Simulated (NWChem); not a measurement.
System: Li2; SMILES [Li][Li]

Input file for NWChem:

```
start job
memory heap 200 mb stack 900 mb global 1100 mb
geometry units angstroms noautosym nocenter noautoz
  Li     0.000000     0.000000    -1.393559
  Li     0.000000     0.000000     1.393559
end
basis spherical
  Li library def2-svp
end
dft
  xc pbe0
  iterations 150
end
tddft
  cis
  nroots 6
  notriplet
end
task tddft energy
```

Output (shortened):

```
             Northwest Computational Chemistry Package (NWChem) 7.3.0
             --------------------------------------------------------

                             Geometry "geometry" -> ""
                             -------------------------

 Output coordinates in angstroms (scale by  1.889725989 to convert to a.u.)

  No.       Tag          Charge          X              Y              Z
 ---- ---------------- ---------- -------------- -------------- --------------
    1 Li                   3.0000     0.00000000     0.00000000    -1.39355900
    2 Li                   3.0000     0.00000000     0.00000000     1.39355900

 Effective nuclear repulsion energy (a.u.)       1.7087885195

                                 NWChem DFT Module
                                 -----------------

 Summary of "ao basis" -> "ao basis" (spherical)
 ------------------------------------------------------------------------------
       Tag                 Description            Shells   Functions and Types
 ---------------- ------------------------------  ------  ---------------------
 Li                         def2-svp                 5        9   3s2p

            General Information
            -------------------
          SCF calculation type: DFT
          Wavefunction type:  closed shell.
          No. of atoms     :     2
          No. of electrons :     6
           Alpha electrons :     3
            Beta electrons :     3
          Charge           :     0
          Spin multiplicity:     1
          Use of symmetry is: off; symmetry adaption is: off
          Maximum number of iterations: 150
          AO basis - number of functions:    18
                     number of shells:    10
          Convergence on energy requested:  1.00D-06
          Convergence on density requested:  1.00D-05
          Convergence on gradient requested:  5.00D-04

              XC Information
              --------------
                         PBE0 Method XC Functional
                     Hartree-Fock (Exact) Exchange  0.250
          PerdewBurkeErnzerhof Exchange Functional  0.750
            Perdew 1991 LDA Correlation Functional  1.000 local
           PerdewBurkeErnz. Correlation Functional  1.000 non-local

             Grid Information
             ----------------
          Grid used for XC integration:  medium
          Radial quadrature: Mura-Knowles
          Angular quadrature: Lebedev.
          Tag              B.-S. Rad. Rad. Pts. Rad. Cut. Ang. Pts.
          ---              ---------- --------- --------- ---------
          Li                  1.45       49          15.0       434
          Grid pruning is: on
          Number of quadrature shells:    98
          Spatial weights used:  Erf1

      Superposition of Atomic Density Guess
      -------------------------------------

 Sum of atomic energies:         -14.85012796

      Non-variational initial energy
      ------------------------------

 Total energy =     -14.791990
 1-e energy   =     -22.779351
 2-e energy   =       6.278573
 HOMO         =      -0.159122
 LUMO         =      -0.021322

   convergence    iter        energy       DeltaE   RMS-Dens  Diis-err
 ---------------- ----- ----------------- --------- --------- ---------
 d= 0,ls=0.0,diis     1    -14.9477234488 -1.67D+01  1.21D-02  6.36D-03
 d= 0,ls=0.0,diis     2    -14.9499147878 -2.19D-03  2.40D-03  2.70D-04
 d= 0,ls=0.0,diis     3    -14.9499673817 -5.26D-05  5.07D-04  1.16D-05
 d= 0,ls=0.0,diis     4    -14.9499723334 -4.95D-06  6.29D-05  6.22D-08
 d= 0,ls=0.0,diis     5    -14.9499723549 -2.15D-08  7.47D-06  1.73D-10

         Total DFT energy =      -14.949972354888
      One electron energy =      -22.987919887201
           Coulomb energy =        9.978131750992
    Exchange-Corr. energy =       -3.648972738216
 Nuclear repulsion energy =        1.708788519538

 Numeric. integr. density =        6.000000098187

                       DFT Final Molecular Orbital Analysis
                       ------------------------------------

[...]

                                NWChem TDDFT Module
                                -------------------

            General Information
            -------------------
           No. of orbitals :      36
            Alpha orbitals :      18
             Beta orbitals :      18
        Alpha frozen cores :       0
         Beta frozen cores :       0
     Alpha frozen virtuals :       0
      Beta frozen virtuals :       0
         Spin multiplicity :       1
    Number of AO functions :      18
        Use of symmetry is : off
      Symmetry adaption is : off
         Schwarz screening :  0.10D-07

              XC Information
              --------------
                  PBE0 Method XC Functional
              Hartree-Fock (Exact) Exchange   0.25
   PerdewBurkeErnzerhof Exchange Functional   0.75
     Perdew 1991 LDA Correlation Functional   1.00 local
    PerdewBurkeErnz. Correlation Functional   1.00 non-local

             TDDFT Information
             -----------------
          Calculation type : Tamm-Dancoff TDDFT
         Wavefunction type : Restricted singlets
          No. of electrons :       6
           Alpha electrons :       3
            Beta electrons :       3
              No. of roots :       6
          Max subspacesize :    5200
            Max iterations :     100
               Target root :       1
           Target symmetry : none
      Symmetry restriction : off
                 Algorithm : Optimal
        Davidson threshold :  0.10D-03

    6 smallest eigenvalue differences (eV)
--------------------------------------------------------
  No. Spin  Occ  Vir  Irrep   E(Occ)    E(Vir)   E(Diff)
--------------------------------------------------------
    1    1    3    4 a        -0.136    -0.049     2.383
    2    1    3    5 a        -0.136    -0.006     3.551
    3    1    3    6 a        -0.136    -0.006     3.551
    4    1    3    7 a        -0.136    -0.002     3.666
    5    1    3    8 a        -0.136     0.054     5.179
    6    1    3    9 a        -0.136     0.061     5.376
--------------------------------------------------------

  Entering Davidson iterations
  Restricted singlet excited states

  Iter   NTrls   NConv    DeltaV     DeltaE      Time
  ----  ------  ------  ---------  ---------  ---------
    1      6       0     0.35E-01   0.10+100        0.1
    2     12       0     0.41E-02   0.18E-02        0.1
    3     18       6     0.22E-04   0.11E-04        0.1
  ----  ------  ------  ---------  ---------  ---------
  Convergence criterion met

  Ground state a         -14.949972354888 a.u.

  ----------------------------------------------------------------------------
  Root   1 singlet a              0.075139093 a.u.                2.0446 eV
  ----------------------------------------------------------------------------
     Transition Moments    X  0.00000   Y  0.00000   Z  3.67216
     Dipole Oscillator Strength                    0.6754892941
     Electric Quadrupole                           0.0000000000
     Magnetic Dipole                               0.0000000000
     Total Oscillator Strength                     0.6754892941

     Occ.    3  a   ---  Virt.    4  a        0.99015
     Occ.    3  a   ---  Virt.    9  a        0.10394
     Occ.    3  a   ---  Virt.   12  a       -0.09323
  ----------------------------------------------------------------------------
  Root   2 singlet a              0.122409825 a.u.                3.3309 eV
  ----------------------------------------------------------------------------
     Transition Moments    X  0.00000   Y  0.00000   Z -0.00000
     Dipole Oscillator Strength                    0.0000000000
     Electric Quadrupole                           0.0000003808
     Magnetic Dipole                               0.0000000000
     Total Oscillator Strength                     0.0000003808

     Occ.    3  a   ---  Virt.    7  a        0.95377
     Occ.    3  a   ---  Virt.    8  a        0.30013
  ----------------------------------------------------------------------------
  Root   3 singlet a              0.126147963 a.u.                3.4327 eV
  ----------------------------------------------------------------------------
     Transition Moments    X -2.04648   Y  2.06567   Z -0.00000
     Dipole Oscillator Strength                    0.7110614884
     Electric Quadrupole                           0.0000000000
     Magnetic Dipole                               0.0000000000
     Total Oscillator Strength                     0.7110614884

     Occ.    3  a   ---  Virt.    5  a        0.99976
  ----------------------------------------------------------------------------
  Root   4 singlet a              0.126147963 a.u.                3.4327 eV
  ----------------------------------------------------------------------------
     Transition Moments    X -2.06567   Y -2.04648   Z  0.00000
     Dipole Oscillator Strength                    0.7110614884
     Electric Quadrupole                           0.0000000000
     Magnetic Dipole                               0.0000000000
     Total Oscillator Strength                     0.7110614884

     Occ.    3  a   ---  Virt.    6  a        0.99976
  ----------------------------------------------------------------------------
  Root   5 singlet a              0.155310747 a.u.                4.2262 eV
  ----------------------------------------------------------------------------
     Transition Moments    X -0.00000   Y -0.00000   Z  0.00000
     Dipole Oscillator Strength                    0.0000000000
     Electric Quadrupole                           0.0000001591
     Magnetic Dipole                               0.0000000000
     Total Oscillator Strength                     0.0000001591

[...]
```

Level: PBE0/def2-SVP, TDA. Structure relaxed at the PBE0/def2-SVP level.
